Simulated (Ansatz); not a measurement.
For rock-salt HfN, PBE-D3(BJ) (Ansatz, a first-principles code, PAW) gives:

- equilibrium lattice constant a: 4.517 Å
- bulk modulus B0: 276 GPa

### Question
What does HSE06-D3(BJ) (Ansatz, PAW) give for the same quantities?

### Answer

- lattice constant a: 4.481 Å (shrinks by 0.8 %)
- bulk modulus: 303 GPa (grows by 9.8 %)

For comparison: lattice constant a 4.524 Å (measured, room temperature, no zero-point or thermal correction; as tabulated in Seo, Lee, Wen, Petrov, Greene, Gall, J. Appl. Phys. 96, 878 (2004)); bulk modulus 260 GPa (measured, room temperature, no zero-point or thermal correction, our sources range from 260 to 306; as tabulated in Synthesis of Binary Transition Metal Nitrides, Carbides and Borides from the …).

Changes are worked out from the printed values.

Unless a cell is named, each level is at its own relaxed cell (PBE-D3(BJ) 11.52, HSE06-D3(BJ) 11.24 Å³/atom).

Levels without +SOC leave out spin–orbit coupling, which shifts energies and cells of such heavy elements.

Ansatz's density-functional and Hartree–Fock values are scalar-relativistic unless marked +SOC, with PAW data made under PBE.
